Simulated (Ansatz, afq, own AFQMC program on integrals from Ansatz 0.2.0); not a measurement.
CH2Al, doublet in cc-pVDZ, levels against CCSDT(Q)

```xyz
4

Al    0.0000    0.0000    0.7050
C     0.0000    0.0000   -1.2658
H     0.0000   -0.8961   -1.8941
H     0.0000    0.8961   -1.8941
```

Connectivity, by distances: Al–CH2.

Basis cc-pVDZ. Noble-gas cores (and the filled d shells of Ga–Kr and In–Xe) are frozen. AFQMC by an in-house program on the Cholesky factors that Ansatz 0.2.0 writes for its CCSD(T) run. The CISD trial takes its coefficients from CCSD amplitudes. Released means that phaseless walkers are propagated on without the constraint, phases kept. Free projection: walkers drawn from exp(T), propagated without any constraint. Its projection time is finite, and what remains of the start isn't in its error. Error bars are statistical, one sigma.

Determinant: UHF, the one that the program's search chose, which needn't be the lowest solution. The geometry is a PBE0/def2-TZVP stationary point of this or a neighbouring charge and spin state.

No full CI on the walks' own integrals is used here; CCSDT(Q) serves as the reference and is uncertain by about the last step of the cluster series.

Cautions: the determinant is a saddle point among determinants of its kind.

The T1 diagnostic is 0.0140. The weight of the determinant in the CISD state is 0.878 and the ⟨S²⟩ of the determinant is 0.760. The size of the correlated space is 9 electrons in 36 orbitals.

```tsv
level	correlation energy (eV)
MP2	-4.4034
CCSD	-5.3133
CCSD(T)	-5.4457
```

Estimate where phaseless AFQMC with a CISD trial lies against CCSD(T) on the same integrals.

1.18 ± 0.50 mEh below CCSD(T).

Reference: CCSDT(Q), correlation energy -5.477 eV. The released energy is read at 1.50 1/Eh (meV from the phaseless value at times in 1/Eh: 10 ± 10 at 0.24, 0 ± 11 at 0.50, 10 ± 9 at 1.00, 18 ± 11 at 1.50).

| level | E − E(reference) (mEh) | share of correlation (%) |
| --- | --- | --- |
| CCSD(T) | 1.17 | 99.42 |
| CCSDT | 0.31 | 99.85 |
| ph-AFQMC/HF | 3.94 ± 1.69 | 98.04 |
| ph-AFQMC/CISD | -0.01 ± 0.50 | 100.01 |
| released AFQMC | 0.64 ± 0.41 | 99.68 |
| free AFQMC | -0.18 ± 0.75 | 100.09 |

Free projections are given only where their last times agree within the noise and don't stop above the reference; a slow remainder of the start can still hide under it. A walk keeps the symmetry of its determinant, which the program's search chose and which needn't be the lowest solution, so a lower state of the same spin and another symmetry isn't excluded. Released energies are given only where the last usable release times agree within the noise; a slower fall can still hide under it.
